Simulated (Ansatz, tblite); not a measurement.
**The cluster CuCl₂: charged states by level of theory**

The task here is to estimate one member of a computed series from the others.

The runs use Ansatz 0.2.0, Gaussian basis; as each input shows.

The runs, in order: charge +1 singlet, at the geometry of the doublet (PBE0-D4/def2-TZVP, PBE-D4/def2-TZVP, r2SCAN-D4/def2-TZVP, CCSD(T)/def2-TZVPP); charge -1 singlet, at the geometry of the doublet (PBE0-D4/def2-TZVPD, PBE-D4/def2-TZVPD, r2SCAN-D4/def2-TZVPD, CCSD(T)/def2-TZVPD); charge +1 triplet, at the geometry of the doublet (PBE0-D4/def2-TZVP, PBE-D4/def2-TZVP, r2SCAN-D4/def2-TZVP); charge -1 triplet, at the geometry of the doublet (PBE0-D4/def2-TZVPD, PBE-D4/def2-TZVPD, r2SCAN-D4/def2-TZVPD); the starting doublet's energies come from earlier runs.

## The relaxed structure

The geometry is that of the doublet, from an earlier relaxation (PBE0-D4/def2-TZVP). At that level it is the lowest of the isomers that a small search found.

3 atoms, charge 0, spin multiplicity 2.

Atoms are counted from 1 here; the program's logs count them from 0.

Bond lengths: Cu1–Cl2 2.059 Å, Cu1–Cl3 2.059 Å. Angles: Cl2–Cu1–Cl3 180.0°.

No spin-orbit coupling is included.

Set-up of the first run:

in.yaml reads:

```yaml
crystal:
  periodic: [false, false, false]
  atoms:
    - {symbol: Cu, position_ang: [0.000048, 0.000202, 0.000296]}
    - {symbol: Cl, position_ang: [1.261094, 1.131309, -1.170632]}
    - {symbol: Cl, position_ang: [-1.261152, -1.131511, 1.170336]}
basis:
  gaussian: {orbitals: def2-TZVP}
total_charge: 1
hamiltonian: {xc: pbe0, dispersion: d4}
output: {orbitals: {seedname: orbitals}}
```

Launch:

```
$ ansatz run in.yaml --threads 4 --pin off --events-out ev --progress --plain --max-ram 3916MiB
```

Among the steps run: Charge +1 singlet at the fixed geometry, PBE0-D4/def2-TZVP; Charge +1 singlet at the fixed geometry, PBE-D4/def2-TZVP; Charge +1 singlet at the fixed geometry, r2SCAN-D4/def2-TZVP; Charge +1 singlet at the fixed geometry, CCSD(T)/def2-TZVPP; Charge -1 singlet at the fixed geometry, PBE0-D4/def2-TZVPD; Charge -1 singlet at the fixed geometry, PBE-D4/def2-TZVPD; Charge -1 singlet at the fixed geometry, r2SCAN-D4/def2-TZVPD; Charge -1 singlet at the fixed geometry, CCSD(T)/def2-TZVPD.

One of the session's tables, all rows but one given; the rest of the session is left out.

It belongs to the step «Vertical electron affinity». 

| method | vertical electron affinity (eV) |
| --- | --- |
| HF/def2-TZVPD | 1.72 |
| PBE-D4/def2-TZVPD | ? |
| r2SCAN-D4/def2-TZVPD | 3.93 |
| PBE0-D4/def2-TZVPD | 4.13 |
| MP2/def2-TZVPD | 5.43 |
| CCSD/def2-TZVPD | 4.03 |
| CCSD(T)/def2-TZVPD | 4.27 |

Estimate the missing values for PBE-D4/def2-TZVPD.

**Answer.** vertical electron affinity (eV): 3.89. In the column «vertical electron affinity (eV)» it lies between HF/def2-TZVPD (1.72) and r2SCAN-D4/def2-TZVPD (3.93).
